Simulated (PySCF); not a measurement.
# C4H9O radical: fields and orbitals

Aim: take C4H9O radical and analyse its density (charges, bond critical points, surface potential), see where an electron leaves and enters and measure its response to a uniform field.

The runs use PySCF 2.14.0; levels as typed in each script, gas phase, geometry from GFN2-xTB.

## 1. Where the work starts

14 atoms, charge 0, spin multiplicity 2.

Bond lengths: C1–C2 1.467 Å, C1–H6 1.071 Å, C1–H7 1.069 Å, C2–O3 1.402 Å, C2–H8 1.110 Å, C2–H9 1.116 Å, O3–C4 1.408 Å, C4–C5 1.520 Å, C4–H10 1.099 Å, C4–H11 1.107 Å, C5–H12 1.086 Å, C5–H13 1.091 Å, C5–H14 1.082 Å. Angles: C2–C1–H6 119.7°, C2–C1–H7 119.6°, H6–C1–H7 120.8°, C1–C2–O3 110.7°, C1–C2–H8 110.7°, C1–C2–H9 110.6°, O3–C2–H8 110.0°, O3–C2–H9 109.8°, H8–C2–H9 105.0°, C2–O3–C4 113.6°, O3–C4–C5 108.7°, O3–C4–H10 110.3°, O3–C4–H11 109.6°, C5–C4–H10 110.4°, C5–C4–H11 110.3°, H10–C4–H11 107.7°, C4–C5–H12 110.0°, C4–C5–H13 109.7° and more.

Coordinates:

```
C    -2.4122    0.4315   -0.0022
C    -1.2477   -0.4613    0.0016
O    -0.0561    0.2783    0.0034
C     1.1040   -0.5202   -0.0016
C     2.3210    0.3901   -0.0007
H    -3.3987    0.0158   -0.0023
H    -2.2648    1.4905   -0.0077
H    -1.2751   -1.1377    0.8814
H    -1.2711   -1.1397   -0.8844
H     1.1147   -1.1718   -0.8865
H     1.1107   -1.1698    0.8945
H     3.2303   -0.2044   -0.0134
H     2.3042    1.0257    0.8856
H     2.3082    1.0237   -0.8771
```

## 2. Density, bond paths and surface potential (HF/6-311g**)

input.py reads:

```python
import numpy as np
from pyscf import gto, scf, dft
from pyscf.scf import atom_ks, atom_hf
from scipy.linalg import block_diag

def solve(mol, dm0=None, hcore=None):
    mf = scf.UHF(mol) if mol.spin else scf.RHF(mol)
    mf = mf.density_fit(auxbasis='def2-universal-jkfit')
    mf.conv_tol, mf.max_cycle = 1e-8, 80
    if hcore is not None:
        mf.get_hcore = lambda *args: hcore
    mf.kernel(dm0)
    if not mf.converged:
        mf = mf.newton().run(mf.mo_coeff, mf.mo_occ, max_cycle=30)
    assert mf.converged, 'SCF not converged'
    return mf

mol = gto.M(atom='''
C     -2.41225     0.43155    -0.00217
C     -1.24771    -0.46129     0.00165
O     -0.05612     0.27833     0.00340
C      1.10404    -0.52022    -0.00162
C      2.32102     0.39013    -0.00072
H     -3.39873     0.01581    -0.00227
H     -2.26480     1.49049    -0.00770
H     -1.27509    -1.13774     0.88145
H     -1.27108    -1.13970    -0.88443
H      1.11471    -1.17179    -0.88655
H      1.11067    -1.16982     0.89446
H      3.23027    -0.20436    -0.01344
H      2.30419     1.02568     0.88561
H      2.30819     1.02372    -0.87715
''', basis='6-311g**', charge=0, spin=1, verbose=4)
mf = solve(mol)
mf.analyze()
# spherically averaged free atoms, for the promolecule
atm = scf.atom_hf.get_atm_nrhf(mol)
pro = block_diag(*[(atm[a[0]][2] * atm[a[0]][3]) @ atm[a[0]][2].T for a in mol._atom])
np.savez('result.npz', e=mf.e_tot, c=mf.mo_coeff, occ=mf.mo_occ, eps=mf.mo_energy, pro=pro, dip=mf.dip_moment(verbose=0), s2=mf.spin_square()[0])
```

On the command line:

```sh
OMP_NUM_THREADS=1 python input.py
```

## 4. Removing and adding an electron (TPSS/6-311g**)

input.py: that of step 2 with these lines changed.

```diff
@@ -6,3 +6,4 @@
 def solve(mol, dm0=None, hcore=None):
-    mf = scf.UHF(mol) if mol.spin else scf.RHF(mol)
+    mf = (dft.UKS if mol.spin else dft.RKS)(mol, xc='tpss')
+    mf.grids.level = 3
     mf = mf.density_fit(auxbasis='def2-universal-jkfit')
@@ -34,6 +35,15 @@
 mf = solve(mol)
-mf.analyze()
+out = dict(e0=mf.e_tot, dm0=mf.make_rdm1(), c=mf.mo_coeff, occ=mf.mo_occ, eps=mf.mo_energy)
+for name, dq, spin in [('cation', 1, 0), ('anion', -1, 0)]:
+    ion = mol.copy().set(charge=mol.charge + dq, spin=spin).build()
+    mi = solve(ion)
+    if spin and dq > 0 and mol.nao < 130:
+        c, _, stable, _ = mi.stability(return_status=True)
+        if not stable:
+            mi = solve(ion, mi.make_rdm1(c, mi.mo_occ))
+    print(name, 'vertical energy change / eV', (mi.e_tot - mf.e_tot) * 27.211386)
+    out.update({'e_' + name: mi.e_tot, 'dm_' + name: mi.make_rdm1(), 's2_' + name: mi.spin_square()[0], 'eps_' + name: mi.mo_energy, 'occ_' + name: mi.mo_occ})
 # spherically averaged free atoms, for the promolecule
-atm = scf.atom_hf.get_atm_nrhf(mol)
+atm = atom_ks.get_atm_nrks(mol, xc='tpss')
 pro = block_diag(*[(atm[a[0]][2] * atm[a[0]][3]) @ atm[a[0]][2].T for a in mol._atom])
-np.savez('result.npz', e=mf.e_tot, c=mf.mo_coeff, occ=mf.mo_occ, eps=mf.mo_energy, pro=pro, dip=mf.dip_moment(verbose=0), s2=mf.spin_square()[0])
+np.savez('result.npz', pro=pro, **out)
```

## 6. Response to an electric field (r2SCAN/def2-svpd)

input.py reads:

```python
import numpy as np
from pyscf import gto, scf, dft
from pyscf.scf import atom_ks, atom_hf
from scipy.linalg import block_diag

def solve(mol, dm0=None, hcore=None):
    mf = (dft.UKS if mol.spin else dft.RKS)(mol, xc='r2scan')
    mf.grids.level = 3
    mf = mf.density_fit(auxbasis='def2-universal-jkfit')
    mf.conv_tol, mf.max_cycle = 1e-8, 80
    if hcore is not None:
        mf.get_hcore = lambda *args: hcore
    mf.kernel(dm0)
    if not mf.converged:
        mf = mf.newton().run(mf.mo_coeff, mf.mo_occ, max_cycle=30)
    assert mf.converged, 'SCF not converged'
    return mf

mol = gto.M(atom='''
C     -2.41225     0.43155    -0.00217
C     -1.24771    -0.46129     0.00165
O     -0.05612     0.27833     0.00340
C      1.10404    -0.52022    -0.00162
C      2.32102     0.39013    -0.00072
H     -3.39873     0.01581    -0.00227
H     -2.26480     1.49049    -0.00770
H     -1.27509    -1.13774     0.88145
H     -1.27108    -1.13970    -0.88443
H      1.11471    -1.17179    -0.88655
H      1.11067    -1.16982     0.89446
H      3.23027    -0.20436    -0.01344
H      2.30419     1.02568     0.88561
H      2.30819     1.02372    -0.87715
''', basis='def2-svpd', charge=0, spin=1, verbose=4)
field = np.array([-0.0, -0.0, -0.01])  # atomic units
mol.set_common_orig(mol.atom_charges() @ mol.atom_coords() / mol.atom_charges().sum())
mf = solve(mol)
out = dict(dm0=mf.make_rdm1(), d0=mf.dip_moment(unit='AU'), e0=mf.e_tot)
for name, sign in (('p', 1), ('m', -1)):
    h = mf.get_hcore() + sign * np.einsum('x,xij->ij', field, mol.intor('int1e_r'))
    mi = solve(mol, mf.make_rdm1(), h)
    out.update({'dm' + name: mi.make_rdm1(), 'd' + name: mi.dip_moment(unit='AU'), 'e' + name: mi.e_tot})
# spherically averaged free atoms, for the promolecule
atm = atom_ks.get_atm_nrks(mol, xc='r2scan')
pro = block_diag(*[(atm[a[0]][2] * atm[a[0]][3]) @ atm[a[0]][2].T for a in mol._atom])
np.savez('result.npz', pro=pro, **out)
```

(Steps that only read results are left out.)

Before running it: what results should come out? Wanted: dipole moment; HOMO, LUMO; vertical ionisation energy; vertical electron affinity; polarisability along the field.

As calculated:

| quantity | value |
| --- | --- |
| dipole moment (HF/6-311g**) | 1.33 D |
| HOMO, LUMO (HF/6-311g**) | -9.48, 3.96 eV |
| vertical ionisation energy (TPSS/6-311g**) | 8.12 eV |
| vertical electron affinity (TPSS/6-311g**) | -1.15 eV |
| polarisability along the field (r2SCAN/def2-svpd) | 49.1 bohr³ |

**Reading.** At HF/6-311g**: The highest Hirshfeld charge is on H7 (+0.05 e), the lowest on O3 (−0.20 e). The ionisation energy from two SCF runs, 8.12 eV, lies 3.5 eV above −ε(HOMO) = 4.64 eV of the same level, TPSS/6-311g**, since self-interaction lifts this functional's HOMO. All values hold at the given geometry, in the gas phase.
